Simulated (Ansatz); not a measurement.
## Nudged elastic band run: C$_{3}$H$_{4}$Cl$_{2}$

Input file:

```yaml
crystal:
  periodic: [false, false, false]
  atoms:
    - { symbol: C, position_ang: [-0.249687, -1.018238, -0.528661] }
    - { symbol: C, position_ang: [0.494954, 0.152376, 0.024394] }
    - { symbol: Cl, position_ang: [2.233924, 0.111103, -0.215477] }
    - { symbol: C, position_ang: [-0.008437, 1.222117, 0.677751] }
    - { symbol: Cl, position_ang: [-1.702678, 1.42651, 1.002264] }
    - { symbol: H, position_ang: [-1.333238, -0.911253, -0.335097] }
    - { symbol: H, position_ang: [-0.083371, -1.105, -1.62247] }
    - { symbol: H, position_ang: [0.109531, -1.962006, -0.068357] }
    - { symbol: H, position_ang: [0.627402, 2.038091, 1.048653] }
basis:
  gaussian: { orbitals: def2-SVP }
hamiltonian:
  xc: pbe
neb:
  order_check: false
  images: 7
  f_tol: 0.05
  max_iterations: 60
  initial_path: idpp
  final_atoms:
    - { symbol: C, position_ang: [-0.25821424, -1.0011247, -0.55615761] }
    - { symbol: C, position_ang: [0.45891619, 0.22152206, -0.08699209] }
    - { symbol: Cl, position_ang: [2.05337559, 0.46319712, -0.78255399] }
    - { symbol: C, position_ang: [0.02959497, 1.14782354, 0.79768968] }
    - { symbol: Cl, position_ang: [-1.51883009, 1.06747114, 1.58101273] }
    - { symbol: H, position_ang: [-0.39243053, -0.97627831, -1.65748781] }
    - { symbol: H, position_ang: [0.32874163, -1.91291618, -0.31992129] }
    - { symbol: H, position_ang: [-1.25021997, -1.07468685, -0.07260948] }
    - { symbol: H, position_ang: [0.63746644, 2.01869217, 1.08001985] }
```

Run as:

```bash
$ ansatz run input.yaml --threads 2 --pin off --max-ram 3072MiB --backend cpu --events-out ev --progress --plain --runs-dir out
```

Output, in part (warnings, iteration lines, the closing report on the highest movable image, with atoms numbered from 0):

```
NEB end point (image 0): max|allowed force component| = 1.292e-2 eV/Å (the criterion of neb.relax_end_points is 1.000e-2)
NEB end point (image 8): max|allowed force component| = 7.014e-3 eV/Å (the criterion of neb.relax_end_points is 1.000e-2)
NEB iter   1: max|band force component| = 4.942e-1 eV/Å  barrier→ = 0.0915 eV  barrier← = 0.0915 eV  CI = image 4  Δτ_max = 0.0570 Å  (247 SCF iters)
NEB iter   2: max|band force component| = 3.583e-1 eV/Å  barrier→ = 0.0704 eV  barrier← = 0.0704 eV  CI = image 4  Δτ_max = 0.0508 Å  (217 SCF iters)
NEB iter   3: max|band force component| = 1.704e-1 eV/Å  barrier→ = 0.0648 eV  barrier← = 0.0648 eV  CI = image 4  Δτ_max = 0.0213 Å  (216 SCF iters)
NEB iter   4: max|band force component| = 7.068e-2 eV/Å  barrier→ = 0.0645 eV  barrier← = 0.0645 eV  CI = image 4  Δτ_max = 0.0036 Å  (215 SCF iters)
NEB iter   5: max|band force component| = 3.307e-2 eV/Å  barrier→ = 0.0644 eV  barrier← = 0.0644 eV  CI = image 4  Δτ_max = 0.0000 Å  (379 SCF iters)
Total energy: -28196.32077003 eV, -1036.1956761461 hartree
Atom 0 at    -0.318613    -0.905185    -0.659520 Å, force    -0.003232    -0.001597     0.001877 eV/Å
Atom 1 at     0.450840     0.277426    -0.145565 Å, force     0.000484     0.003635     0.004382 eV/Å
Atom 2 at     1.860438     0.765714    -1.065875 Å, force     0.000342    -0.000058    -0.000153 eV/Å
Atom 3 at     0.153407     0.995286     0.959267 Å, force    -0.004497    -0.003123    -0.002609 eV/Å
Atom 4 at    -1.219596     0.604440     1.948516 Å, force     0.002092     0.000593    -0.000299 eV/Å
Atom 5 at    -1.369553    -0.622627    -0.878222 Å, force     0.001474     0.000518    -0.000242 eV/Å
Atom 6 at     0.140398    -1.306812    -1.580021 Å, force     0.000796    -0.000819    -0.001669 eV/Å
Atom 7 at    -0.352970    -1.710685     0.103456 Å, force     0.000963     0.001105    -0.000786 eV/Å
Atom 8 at     0.744049     1.856142     1.300965 Å, force     0.001577    -0.000254    -0.000501 eV/Å
Dipole moment:    -0.061415    -0.106631    -0.054723 e Å
```

The forces met the threshold. A vibrational analysis at the climbing image gives one clearly imaginary mode, 151i cm⁻¹: a first-order saddle point.

Final band (atoms are numbered from 1 in the order of the input):

| image | path coordinate (Å) | energy (eV) | dihedral H6–C1–C2–Cl3 (°) |
| --- | --- | --- | --- |
| 0 | 0.00 | 0.000 | -180 |
| 1 | 0.41 | 0.010 | -166 |
| 2 | 0.82 | 0.033 | -152 |
| 3 | 1.23 | 0.055 | -137 |
| 4 | 1.64 | 0.064 | -121 |
| 5 | 2.05 | 0.055 | -105 |
| 6 | 2.47 | 0.033 | -89 |
| 7 | 2.88 | 0.010 | -74 |
| 8 | 3.29 | 0.000 | -59 |

Run time: 81 s on 2 threads of Intel(R) Xeon(R) Platinum 8259CL CPU @ 2.50GHz (Skylake/Cascade Lake), with other jobs on the host, peak memory 0.16 GiB.
